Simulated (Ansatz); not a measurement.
# C3H5FO: small, medium and large basis sets

Aim: see how fast density functionals converge with the basis set for C3H5FO.

Computed with Ansatz 0.2.0, Gaussian basis. Level: one geometry, several basis sets.

The runs, in order: PBE0-D4/def2-SVP; ωB97M-V/def2-SVP; PBE0-D4/def2-QZVPP; ωB97M-V/def2-QZVPP; the functionals' def2-TZVPP values are taken from earlier runs.

## (1) Structure used throughout

An earlier PBE0-D4 in a triple-zeta def2 set relaxation fixed the geometry.

SMILES `FCC1CO1`, 10 atoms, charge 0, spin multiplicity 1.

Atoms are counted from 1 here; the program's logs count them from 0.

Bond lengths: F1–C2 1.382 Å, C2–C3 1.497 Å, C2–H6 1.094 Å, C2–H7 1.094 Å, C3–C4 1.457 Å, C3–O5 1.416 Å, C3–H8 1.089 Å, C4–O5 1.419 Å, C4–H9 1.086 Å, C4–H10 1.087 Å. Angles: F1–C2–C3 109.6°, F1–C2–H6 108.9°, F1–C2–H7 107.9°, C3–C2–H6 110.1°, C3–C2–H7 111.0°, H6–C2–H7 109.2°, C2–C3–C4 120.8°, C2–C3–O5 114.7°, C2–C3–H8 115.7°, C4–C3–O5 59.2°, C4–C3–H8 118.6°, O5–C3–H8 115.0°, C3–C4–O5 59.0°, C3–C4–H9 119.4°, C3–C4–H10 119.2°, O5–C4–H9 115.2°, O5–C4–H10 115.3°, H9–C4–H10 115.9° and more.

As a file:

```
F    -2.10480   -0.21878    0.26759
C    -0.97723    0.55093    0.48056
C     0.07923    0.18169   -0.51360
C     1.10069   -0.80480   -0.18609
O     1.38974    0.58459   -0.15989
H    -0.61476    0.37492    1.49733
H    -1.26309    1.60214    0.37716
H    -0.18266    0.33341   -1.55946
H     1.58052   -1.36231   -0.98565
H     1.07547   -1.29297    0.78516
```

## (2) PBE0-D4 in def2-SVP

The input, in.yaml:

```yaml
crystal:
  periodic: [false, false, false]
  atoms:
    - {symbol: F, position_ang: [-2.104795, -0.218784, 0.267593]}
    - {symbol: C, position_ang: [-0.977230, 0.550928, 0.480555]}
    - {symbol: C, position_ang: [0.079226, 0.181687, -0.513596]}
    - {symbol: C, position_ang: [1.100686, -0.804802, -0.186092]}
    - {symbol: O, position_ang: [1.389741, 0.584587, -0.159893]}
    - {symbol: H, position_ang: [-0.614760, 0.374917, 1.497328]}
    - {symbol: H, position_ang: [-1.263092, 1.602137, 0.377156]}
    - {symbol: H, position_ang: [-0.182664, 0.333409, -1.559460]}
    - {symbol: H, position_ang: [1.580517, -1.362308, -0.985647]}
    - {symbol: H, position_ang: [1.075471, -1.292971, 0.785155]}
basis:
  gaussian: {orbitals: def2-SVP}
hamiltonian: {xc: pbe0, dispersion: d4}
output: {orbitals: {seedname: orbitals}}
```

Command:

```sh
> ansatz run in.yaml --threads 4 --pin off --events-out ev --progress --plain --max-ram 10444MiB
```

The runs that follow: ωB97M-V in def2-SVP; PBE0-D4 in def2-QZVPP; ωB97M-V in def2-QZVPP.

Q: Predict the results of all the runs planned. Wanted: PBE0-D4: double and triple zeta above quadruple; ωB97M-V: double and triple zeta above quadruple.

**Answer**, as computed:

| quantity | value |
| --- | --- |
| PBE0-D4: double and triple zeta above quadruple | 9.78, 0.43 eV |
| ωB97M-V: double and triple zeta above quadruple | 10.07, 0.42 eV |

In words: For PBE0-D4 the step from double to triple zeta gains 9.35 eV and the next only 0.43 eV. These are total energies; as a rule much of such shifts cancels in differences, which this series doesn't test. The LUMO of ωB97M-V is positive and keeps falling with the basis (3.78 to 2.03 eV): an unbound level that the basis holds in place.
